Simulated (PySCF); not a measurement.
## Gas-phase thermal properties of AlCl₃.H₂O

Energies from PySCF (xtb for GFN2), thermal terms from the rigid-rotor harmonic-oscillator model, ideal gas at 1 bar. 6-31G* has spherical d functions here. All species are closed-shell singlets. B3LYP is the form with VWN-RPA correlation. Adducts (AlCl₃.H₂O) have no counterpoise correction, and HF, PBE, BLYP, B3LYP and PBE0 lack dispersion. AlCl₃.H₂O: computed as isolated molecules; such fragments, hydroxides, amides, oligomers or adducts are transient or little studied in the gas. The harmonic model lacks anharmonicity and excited electronic states, which grow with temperature; levels with a mode under 35 cm⁻¹ are left out. Soft modes under 120 cm⁻¹ make the harmonic entropy rough for AlCl₃.H₂O.

```csv
level,point group,σ,ZPE (kJ/mol),S°298 (J/mol/K),Cp298 (J/mol/K),S°1000 (J/mol/K),H1000 − H298 (kJ/mol)
B3LYP/6-31G*,Cs,1,79.0,375.8,110.7,528.3,90.2
GFN2-xTB,Cs,1,68.9,402.8,119.3,560.9,93.1
HF/6-31G*,Cs,1,83.9,374.8,110.3,526.5,89.7
PBE/def2-SVP,Cs,1,77.3,375.5,110.8,528.5,90.5
PBE0/def2-TZVP,Cs,1,79.6,377.4,111.2,530.2,90.4
```
σ: rotational symmetry number. Electronic degeneracy used: 1. Frequencies are unscaled.
